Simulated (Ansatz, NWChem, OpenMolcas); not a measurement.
## SiH3Cl (chlorosilane): the energy, rung by rung

SiH3Cl has 5 atoms, charge 0, and is taken as a singlet. As SMILES, `[SiH3]Cl`. The coordinates come from a PBE0-D4/def2-TZVP relaxation.

| atom | x (Å) | y (Å) | z (Å) |
| --- | --- | --- | --- |
| Si | -0.1120 | 0.0186 | -0.0309 |
| Cl | 1.8383 | -0.5135 | 0.3299 |
| H | -0.9509 | -0.4883 | 1.0791 |
| H | -0.5347 | -0.5857 | -1.3149 |
| H | -0.1908 | 1.4954 | -0.1047 |

Quantity: the energy change with the Si1–H5 bond stretched from 1.481 to 3.258 Å, in eV. The values are calculated.

| level | kind | program | value (eV) | CPU time (all runs) |
| --- | --- | --- | --- | --- |
| HF/aug-cc-pVDZ (unrestricted) | Hartree–Fock | OpenMolcas | 3.19 | 12 s |
| PBE/aug-cc-pVDZ (restricted) | GGA | OpenMolcas | 4.00 | 46 s |
| r2SCAN/aug-cc-pVDZ (restricted) | meta-GGA | OpenMolcas | 4.30 | 58 s |
| BHLYP/aug-cc-pVDZ (restricted) | global hybrid | Ansatz | 4.86 | 9.3 s |
| M06-2X/aug-cc-pVDZ (restricted) | hybrid meta-GGA | OpenMolcas | 4.70 | 54 s |
| CAM-B3LYP/aug-cc-pVDZ (restricted) | range-separated hybrid | NWChem | 4.70 | 3.8 min |
| HSE06/aug-cc-pVDZ (restricted) | range-separated hybrid | Ansatz | 4.46 | 9.2 s |
| B2PLYP/aug-cc-pVDZ (restricted) | double hybrid | NWChem | 4.42 | 1.8 min |
| RPA@PBE0/aug-cc-pVDZ (restricted) | RPA | Ansatz | 4.26 | 13 s |
| CR-CCSD(T)/aug-cc-pVDZ (restricted) | coupled cluster or CI | NWChem | 3.80 | 4.2 min |

The first shape isn't each level's own minimum. The values span 3.19 to 4.86 eV. Spin contamination of the reference (⟨S²⟩ at least 0.1 too high) touches HF/aug-cc-pVDZ. CPU times are rough (shared hosts, several kinds of processor): they show what a rung costs within a factor of a few.
